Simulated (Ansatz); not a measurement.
Program: Ansatz. Geometries: PBE0-D4/def2-TZVP. ΔE: electronic, gas phase. CBS: MP2 limit from def2 TZ/QZ plus the TZ coupled-cluster correction, frozen cores. This one scheme is used for every species. Functionals use def2-TZVPP. Each species was taken in one conformer, which may not be the lowest.

Reaction (hydrogenolysis of a C–O bond): `OC(O)=S` + H₂ → `OC=S` + H₂O

`OC(O)=S`:

Z-matrix (Å, degrees):
```
C
O 1 1.320
S 1 1.626 2 124.4
O 1 1.335 2 110.7 3 -180.0
H 2 0.968 1 109.2 3 -180.0
H 4 0.966 1 106.9 2 -180.0
```

H₂:

Cartesian coordinates in Å:
```
H 0.303 -0.115 0.184
H -0.303 0.115 -0.184
```

`OC=S`:

Cartesian coordinates in Å:
```
O -0.175 0.879 -0.460
C 0.170 -0.213 0.220
S 1.381 -0.265 1.273
H -0.926 0.687 -1.034
H -0.450 -1.087 0.000
```

H₂O:

Cartesian coordinates in Å:
```
O 0.295 -0.089 0.238
H 0.067 0.775 -0.111
H -0.361 -0.686 -0.127
```

```json
{"species": "`OC(O)=S`", "r2SCAN energy (Eh)": "-587.93068"}
{"species": "H₂", "r2SCAN energy (Eh)": "-1.17128"}
{"species": "`OC=S`", "r2SCAN energy (Eh)": "-512.67920"}
{"species": "H₂O", "r2SCAN energy (Eh)": "-76.42320"}
```

Task: Work out ΔE.

Result: ΔE = (-512.67920) + (-76.42320) − (-587.93068) − (-1.17128) = -0.00044 Eh = -1.2 kJ/mol. CCSD(T)/CBS gives -22.3 kJ/mol.

Task: What do rigid-rotor, harmonic-oscillator terms from PBE0-D4/def2-TZVP frequencies (298.15 K, 1 bar) make of the CCSD(T)/CBS value? (Estimate.)

Result: Computed: ΔZPE = +14.8 kJ/mol, ΔH = -7.7 kJ/mol, ΔS = 38 J/(mol·K), ΔG = -19.1 kJ/mol.

Largest T1 diagnostic among the species: 0.018.

At CCSD(T), def2-SVP lies +21.6 kJ/mol from the extrapolated value and def2-TZVPP +3.9 kJ/mol. From r2SCAN to r2SCAN0 (25 % exact exchange), in def2-TZVPP and without D4, ΔE moves by −3.5 kJ/mol. Leaving LDA and LC-ωPBE aside and taking each functional with its dispersion term where it has one, the values, not all of them listed here, spread over 15.4 kJ/mol, from B2PLYP to r2SCAN-D4. LDA lies +15.7 kJ/mol from PBE without D4.
